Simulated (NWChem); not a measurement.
# Basis-set convergence for dimethyl ether (C₂H₆O)

```xyz
9

C     -1.1611     0.0000    -0.1881
O      0.0000     0.0000     0.5778
C      1.1611     0.0000    -0.1881
H     -1.2330    -0.8952    -0.8395
H     -1.2330     0.8952    -0.8395
H     -2.0215     0.0000     0.4963
H      1.2330    -0.8952    -0.8395
H      2.0215     0.0000     0.4963
H      1.2330     0.8952    -0.8395
```
Charge 0, spin multiplicity 1.

Everything below was run with NWChem. All single points use one geometry, from PBE0/def2-SVP, a minimum by its harmonic frequencies.

Quantity: vertical ionisation energy at the level ΔHF (Δ: difference of total energies, the cation a doublet at the parent's geometry with its hole in an orbital of symmetry b2 (C2v labels); it is the state that the SCF runs reached, from PBE0 orbitals for Hartree-Fock references, and need not be the lowest).

The Pople sets run with spherical d functions. The stability of the SCF solutions was not checked. Open-shell Hartree-Fock references start from PBE0 orbitals; any time given for them includes that run.

Relative cost: rough, from shared machines, SCF included, 6-31+G* = 1.

| basis | functions | vertical ionisation energy (eV) | relative cost |
|---|---|---|---|
| 6-31+G* | 66 | ? | 1 |
| cc-pVDZ | 72 | ? | under 3 |
| 6-311G** | 90 | 8.90 | under 3 |
| def2-SVPD | 111 | ? | under 3 |
| aug-pcseg-1 | 123 | 8.97 | under 3 |
| aug-cc-pVDZ | 123 | 8.93 | 4 |
| def2-TZVP | 129 | 8.93 | 3 |
| def2-TZVPD | 168 | 8.94 | 8 |
| pcseg-2 | 174 | 8.95 | 7 |
| cc-pVTZ | 174 | 8.90 | 8 |

Fill in the missing entries.


- 6-31+G*, vertical ionisation energy (eV): 9.01
- cc-pVDZ, vertical ionisation energy (eV): 8.88
- def2-SVPD, vertical ionisation energy (eV): 9.03
